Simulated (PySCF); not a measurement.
## How methods differ on the electron affinity of C

C⁻ [He] 2s2 2p3 (4S) → C [He] 2s2 2p2 (3P), as a difference of total energies. Computed with PySCF 2.14 in aug-cc-pVTZ with one added diffuse shell each of s, p, d, f type (6s5p4d3f, 62 functions), with the non-relativistic Hamiltonian (point nucleus). Correlated levels: valence: 1s2 frozen. The calculations carry no spin-orbit coupling.

```
           method  electron affinity (eV)  error (eV)
              UHF                   0.453      -0.809
    MP2 (valence)                   1.268      +0.006
SCS-MP2 (valence)                   0.977      -0.285
   CCSD (valence)                   1.152      -0.110
CCSD(T) (valence)                   1.224      -0.038
```

Reference: 1.262 eV (measured; photodetachment measurements, as compiled on the Wikipedia data page of electron affinities).

Errors of the correlated levels include the incompleteness of this basis and the frozen core.
